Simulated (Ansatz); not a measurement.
**Strength of the Mg–H bond: MgH(SH) → MgSH + H**

Species: MgH(SH), singlet; MgSH `[Mg][SH]`, doublet; H atom, doublet. 

Shapes, held fixed at every level: PBE0-D4/def2-TZVP. Programs: Ansatz 0.2.0. The zero-point and thermal change to 298 K, harmonic and unscaled (PBE0-D4/def2-TZVP), is -9.8 kJ/mol.

| level | kind | ΔH(298 K) (kJ/mol) | less CCSD(T)/def2-TZVPP |
| --- | --- | --- | --- |
| HF/def2-SVP | Hartree–Fock | +200.8 | -84.5 |
| HF/def2-TZVPP | Hartree–Fock | +201.2 | -84.1 |
| PBE-D4/def2-TZVPP | GGA | +268.6 | -16.7 |
| BHLYP-D4/def2-TZVPP | global hybrid | +283.5 | -1.8 |
| r2SCAN0-D4/def2-TZVPP | global hybrid | +275.1 | -10.2 |
| wB97M-V/def2-TZVPP | range-separated hybrid | +297.6 | +12.3 |
| B2PLYP/def2-TZVPP | double hybrid | +283.4 | -1.9 |
| CCSD(T)/def2-TZVPP | coupled cluster or CI | +285.3 | 0.0 |

The highest level, CCSD(T)/def2-TZVPP, gives ΔH(298 K) = +285.3 kJ/mol; the levels span +200.8 to +297.6. The column of differences is taken from that level and isn't an error. Hartree–Fock misses the correlation of the pair that is broken and comes out low. No measured value is set beside it here. Open shells run unrestricted unless RO is named. Correlated rows may include outer-core shells of Mg, which these sets cover unevenly.
